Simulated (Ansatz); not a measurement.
A made-up structure of SiH3O (charge +1), closed shell:

```
5
angstrom
O 0.3122 -0.9350 0.4740
Si -0.2965 0.3132 -0.2494
H 1.1662 -1.0389 0.9132
H -0.1122 -1.7123 0.8698
H 0.4531 1.5760 -0.3368
```

It is relaxed with PBE-D4/def2-SVP and then PBE0-D4/def2-TZVP (Ansatz 0.2.0). Atoms count as bonded within 1.22 times the sum of their covalent radii (H–H: 0.88 Å). The end point is not checked to be a true minimum.

(1) Does its bonding change? (A judgement: the text doesn't fix the answer.)

Answers

(1) By the calculation: No: no bond forms or breaks.

Where it ends: The first stage lowers the energy by 2.11 eV in 8 steps. It ends as SiH₃O ([OH2][SiH]), total charge +1:
O1  (0.323, -0.897, 0.570)
Si2  (-0.607, 0.422, -0.362)
H3  (1.232, -0.832, 0.906)
H4  (-0.064, -1.762, 0.781)
H5  (0.638, 1.272, -0.224)
(Å)

Labels in which every atom is bracketed show which atoms are joined, not bond orders.

For scale, one of the runs: PBE0-D4/def2-TZVP relaxation, 86 basis functions, launched by `ansatz run in.yaml --threads 2 --pin off --events-out ev --progress --plain --max-ram 4352MiB`. The run took about 3.9 s on 2 CPU threads of an Intel Xeon Platinum 8488C (shared host).
